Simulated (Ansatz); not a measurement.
A nudged elastic band was laid between two geometries of CH4BO (7 atoms, charge 0, multiplicity 2).

Method: Ansatz, UKS B3LYP-D4/STO-3G.

```yaml
movable_images: 5
climbing_image: yes
spring: 5.0 eV/Å²
optimiser: quadratic models (default)
start_path: through a guess of the saddle point
force_threshold: 0.03 eV/Å
iteration_limit: 60
end_points: relaxed
```

Initial state:

```xyz
7
Properties=species:S:1:pos:R:3
B -1.355 -0.278 -0.399
C 0.113 0.076 0.030
O 0.936 -1.117 0.327
H -2.154 0.546 -0.668
H 0.569 0.695 -0.785
H 0.056 0.764 0.913
H 1.836 -0.686 0.582
```

Final state:

```xyz
7
Properties=species:S:1:pos:R:3
B -1.078 0.332 0.148
C 0.309 -0.037 -0.271
O 1.199 -0.579 0.659
H -1.808 0.785 -0.645
H 0.725 0.079 -1.291
H -1.423 0.170 1.254
H 2.075 -0.749 0.146
```

Task: What changes between the two ends?

Result: Bonds broken: C2–H6. Bonds formed: B1–H6.

Task: Give the energies along the band, and the barrier.

Result: It converged. The highest image is number 2 of 0 to 6, 66.6 kJ/mol above the first end and 276.0 kJ/mol above the last; the last end lies 209.4 kJ/mol below the first. Neighbouring images differ by up to 1.2 eV, so the band resolves the path poorly. A vibrational analysis at the climbing image gives one clearly imaginary mode, 920i cm⁻¹: a first-order saddle point. Limits of this set-up: minimal basis.

```json
{"image": "0", "path coordinate (Å)": "0.00", "energy (kJ/mol)": "0.0", "C2–H6 (Å)": "1.12", "B1–H6 (Å)": "2.19"}
{"image": "1", "path coordinate (Å)": "0.45", "energy (kJ/mol)": "23.7", "C2–H6 (Å)": "1.16", "B1–H6 (Å)": "1.81"}
{"image": "2", "path coordinate (Å)": "0.90", "energy (kJ/mol)": "66.6", "C2–H6 (Å)": "1.43", "B1–H6 (Å)": "1.37"}
{"image": "3", "path coordinate (Å)": "1.35", "energy (kJ/mol)": "-21.6", "C2–H6 (Å)": "1.85", "B1–H6 (Å)": "1.18"}
{"image": "4", "path coordinate (Å)": "1.81", "energy (kJ/mol)": "-139.8", "C2–H6 (Å)": "2.14", "B1–H6 (Å)": "1.16"}
{"image": "5", "path coordinate (Å)": "2.26", "energy (kJ/mol)": "-193.5", "C2–H6 (Å)": "2.26", "B1–H6 (Å)": "1.17"}
{"image": "6", "path coordinate (Å)": "2.72", "energy (kJ/mol)": "-209.4", "C2–H6 (Å)": "2.32", "B1–H6 (Å)": "1.17"}
```

Task: What is the geometry of the highest image?

Result: 
```xyz
7
Properties=species:S:1:pos:R:3
B -1.316 -0.104 -0.025
C 0.165 -0.118 -0.183
O 1.016 -1.048 0.442
H -1.992 0.613 -0.652
H 0.705 0.639 -0.805
H -0.528 0.636 0.818
H 1.949 -0.619 0.406
```

The run took 27 s on 1 thread of Intel(R) Xeon(R) 6975P-C (Granite Rapids), with other jobs on the host, peak memory 0.11 GiB.
